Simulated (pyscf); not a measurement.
H₂N–GaH–F → F–Ga [singlet] + NH₃, a 1,1-elimination (singlet surface; Ga–N, Ga–H broken, H–N formed). PySCF, gas phase, ωB97X-D3(BJ)/def2-SVP geometries. MP2 and CC: frozen core, UHF for open shells. ΔMP2 is the change of the MP2 total energy from the triple- to the quadruple-zeta basis. Energies in kJ/mol from the reactant's lowest minimum found.

Small-basis levels: PySCF, no dispersion term, spherical d functions. GFN2-xTB: tblite. Cost: rough CPU time at the saddle relative to B3LYP/6-31G*+LANL2DZ, from one job on a shared machine.

| level | barrier | reaction energy | cost |
|---|---|---|---|
| HF/3-21G | 346.3 | +149.2 | 0.2 |
| SVWN5/6-31G*+LANL2DZ | 208.0 | +73.3 | 0.8 |
| PBE/6-31G*+LANL2DZ | 217.5 | +52.1 | 1 |
| B3LYP/6-31G*+LANL2DZ | 253.7 | +55.1 | 1 |
| B3LYP/6-311+G**+LANL2DZ | 253.1 | +36.1 | 1 |
| B3LYP/def2-SVP | 234.5 | +15.7 | 2 |
| GFN2-xTB | 138.9 | -61.1 | under 0.02 |
| CCSD(T)/def2-TZVPP + ΔMP2(QZVPP) | 253.2 | +29.9 | – |

Against the last row the barrier runs from -114.2 (GFN2-xTB) to +93.1 kJ/mol (HF/3-21G). CCSD(T)/def2-TZVPP + ΔMP2(QZVPP) has limits of its own. On the product side the descent ends in a bound adduct (not fully relaxed), 48.5 kJ/mol under the separated species and 280.2 kJ/mol under the saddle at ωB97X-D3(BJ)/def2-TZVP. At ωB97X-D3(BJ) the barrier from the zero used here is 271.3 kJ/mol. One saddle was located; it need not be the lowest between these sides. The CCSD(T) − MP2 part came from Ansatz, without density fitting, on the same reference. The frozen core leaves the outer d or s,p core shells of the metals and heavy elements correlated in the MP2 and CC values, and def2-TZVPP describes them poorly, which can shift differences by a few kcal/mol. In the def2 sets elements up to Kr have no core potential.
